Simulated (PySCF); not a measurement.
## J couplings in CHNO

Molfile (atoms numbered from 1):
```
CHNO
     RDKit          3D

  4  3  0  0  0  0  0  0  0  0999 V2000
   -0.6821    0.1837    0.3143 N   0  0  0  0  0  0  0  0  0  0  0  0
    0.4792   -0.0161    0.4855 C   0  0  0  0  0  0  0  0  0  0  0  0
    1.5797   -0.0894    0.8247 O   0  0  0  0  0  0  0  0  0  0  0  0
   -1.3666   -0.0734   -0.3577 H   0  0  0  0  0  0  0  0  0  0  0  0
  1  2  2  0
  2  3  2  0
  1  4  1  0
M  END
```

Couplings: B3LYP/pcJ-1 in PySCF 2.14.0 with density-fitted response routines, geometry GFN2-xTB; gas phase, one conformer, non-relativistic. Couplings are averaged over pairs made equivalent by symmetry, fast rotation or ring inversion, so a value needn't be that of the named pair in this geometry, while other rotamers aren't included; one pair stands for each set, and the list holds those of at least 0.8 Hz over up to four bonds.

Isotopes: ¹⁵N, ¹H, ¹³C, ¹⁷O. Couplings to quadrupolar nuclei such as 17O and 33S are rarely resolved in practice.

```
  pair  bonds  J (Hz)
N1, C2      1   -53.9
N1, H4      1  -119.0
C2, O3      1     8.9
N1, O3      2       ?
C2, H4      2    29.8
O3, H4      3       ?
```

Question: Estimate the withheld couplings, with signs.

Answer: 
- ²J(N1,O3) = 4.5 Hz (angle at C2 169°)
- ³J(O3,H4) = -4.1 Hz
